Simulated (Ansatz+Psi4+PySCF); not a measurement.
Two shapes of doublet LiNH₃.

Shape 1:

```xyz
5

Li   -0.0299    0.0020    0.0016
N    -0.0202   -0.0042    2.0018
H     0.9541   -0.0243    2.3750
H    -0.4660    0.8107    2.3317
H    -0.4440   -0.8265    2.3646
```

Shape 2:

```xyz
5

Li    0.0000    0.0000    0.0000
N     0.4458   -1.3355   -1.3921
H     0.9869   -0.9263   -2.1518
H     0.9965   -2.1059   -1.0171
H    -0.3893   -1.7432   -1.8089
```

Basis set: cc-pVTZ on H, N; cc-pCVTZ on Li (spherical functions). Left uncorrelated: 1 orbital. Correlation on ROHF uses semicanonical orbitals with singles. Charge 0, multiplicity 2.

Computed with Ansatz (development build ahead of 0.2.0) and Psi4 1.11; each method stands on the lowest determinant of its kind that the runs found.

(1) Which shape is lower in energy, and by how much in each method?

Results:

(1)

```json
{"method": "ROHF", "E(2) − E(1) (eV)": "-0.042"}
{"method": "UHF", "E(2) − E(1) (eV)": "-0.042"}
{"method": "ROHF-MP2", "E(2) − E(1) (eV)": "-0.061"}
{"method": "UHF-MP2", "E(2) − E(1) (eV)": "-0.061"}
```

Shape 2 is lower.
